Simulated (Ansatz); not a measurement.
# B₂NH+ (doublet): wave-function methods side by side, def2-QZVPP

An exercise on one series of results from a longer session: the logs are not shown, and one member is left open.

Computed with Ansatz 0.2.0, Gaussian basis. Level: def2-QZVPP, core rule «outside noble gas», up to 3 orbitals frozen.

To be run: UHF; ROHF; CCSD(T) on UHF.

2 further runs of the same task are left out: 2 set aside as unsound or not needed.

## The system

The geometry is a PBE0/def2-TZVP stationary point (not a proven minimum) of the parent state, kept for this charge and spin.

4 atoms, charge 1, spin multiplicity 2.

Atoms are counted from 1 here; the program's logs count them from 0.

Bond lengths: B1–N3 1.260 Å, B1–H4 1.171 Å, B2–N3 1.370 Å. Angles: N3–B1–H4 180.0°, B1–N3–B2 180.0°.

Set-up of the first run:

File in.yaml:

```yaml
crystal:
  periodic: [false, false, false]
  atoms:
    - {symbol: B, position_ang: [0.000000, 0.000000, 0.679878]}
    - {symbol: B, position_ang: [0.000000, 0.000000, -1.950409]}
    - {symbol: N, position_ang: [0.000000, 0.000000, -0.579945]}
    - {symbol: H, position_ang: [0.000000, 0.000000, 1.850476]}
basis:
  gaussian: {orbitals: "def2-QZVPP.json"}
total_charge: 1
magnetization: {spin_polarized: true, initial_magnetization: 1}
hamiltonian: {xc: hf}
output: {orbitals: {seedname: orbitals}}
```

Launch:

```console
$ ansatz run in.yaml --threads 1 --pin off --events-out ev --progress --plain --max-ram 2393MiB
```

Steps of the session up to this table: UHF; ROHF; CCSD(T) on UHF.

One of the session's tables, all rows but one given; the rest of the session is left out.

It belongs to the step «Misses and costs». 

```
  method  from UCCSD(T) (kJ/mol)
    ROHF                  +945.8
     UHF                       ?
    UMP2                   +71.5
   UCCSD                   +47.9
UCCSD(T)                       0
```

Q: Estimate the row for UHF from the others.

As computed: from UCCSD(T) (kJ/mol): +941.9. In the column «from UCCSD(T) (kJ/mol)» it lies between UMP2 (+71.5) and ROHF (+945.8).
